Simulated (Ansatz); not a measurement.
# B2H+ (triplet): from Hartree-Fock to the top rungs, cc-pVTZ

How much of the correlation energy of B2H+ (triplet) does each wave-function method recover here?

The runs use Ansatz 0.2.0, Gaussian basis; cc-pVTZ, core rule «outside noble gas», up to 2 orbitals frozen.

To be run: UHF; CCSD(T) on ROHF; CCSD(T) on UHF; BCCD(T) on ROHF; CCSDT(Q) on ROHF; CCSDT(Q) on UHF.

22 further runs of the same task are left out: 4 for a known fault of the program, 5 that didn't finish, 13 set aside as unsound or not needed.

## Step 1: The system

The geometry is a PBE0/def2-TZVP stationary point (not a proven minimum) of the parent state, kept for this charge and spin.

3 atoms, charge 1, spin multiplicity 3.

Atoms are counted from 1 here; the program's logs count them from 0.

Bond lengths: B1–B2 1.520 Å, B1–H3 1.178 Å. Angles: B2–B1–H3 180.0°.

## Step 2: UHF

in.yaml reads:

```yaml
crystal:
  periodic: [false, false, false]
  atoms:
    - {symbol: B, position_ang: [0.000000, 0.000000, 0.114060]}
    - {symbol: B, position_ang: [0.000000, 0.000000, -1.406367]}
    - {symbol: H, position_ang: [0.000000, 0.000000, 1.292307]}
basis:
  gaussian: {orbitals: cc-pVTZ}
total_charge: 1
magnetization: {spin_polarized: true, initial_magnetization: 2}
hamiltonian: {xc: hf}
output: {orbitals: {seedname: orbitals}}
```

The run is started by

```sh
$ ansatz run in.yaml --threads 1 --pin off --events-out ev --progress --plain --max-ram 2393MiB
```

The runs that follow: CCSD(T) on ROHF; CCSD(T) on UHF; BCCD(T) on ROHF; CCSDT(Q) on ROHF; CCSDT(Q) on UHF.

Q: Predict the results of all the runs planned. Wanted: UCCSDT(Q) below the RHF energy; RMP2 from UCCSDT(Q); UMP2 from UCCSDT(Q); RCCSD from UCCSDT(Q); RCCSD(T) from UCCSDT(Q); UCCSD(T) from UCCSDT(Q); RCCSDT(Q) from UCCSDT(Q); T1 diagnostic.

As calculated:

```
                         quantity                                                   value
   UCCSDT(Q) below the RHF energy                                              -3.4464 eV
              RMP2 from UCCSDT(Q)                                         +17.82 kcal/mol
              UMP2 from UCCSDT(Q)                                         +17.83 kcal/mol
             RCCSD from UCCSDT(Q)                                          +2.72 kcal/mol
          RCCSD(T) from UCCSDT(Q)                                          +0.60 kcal/mol
          UCCSD(T) from UCCSDT(Q)                                          +0.59 kcal/mol
         RCCSDT(Q) from UCCSDT(Q)                                          +0.01 kcal/mol
levels within 1 kcal/mol (43 meV)  RCCSD(T), UCCSD(T), BCCD(T), RCCSDT, UCCSDT, RCCSDT(Q)
                    T1 diagnostic                                                   0.020
```

What this shows: RCCSD(T) lands +0.60 kcal/mol from the yardstick (0.8 % of the correlation energy). These misses are within one basis, not against nature; the frozen cores of restricted and unrestricted runs differ, which can shift their rows.
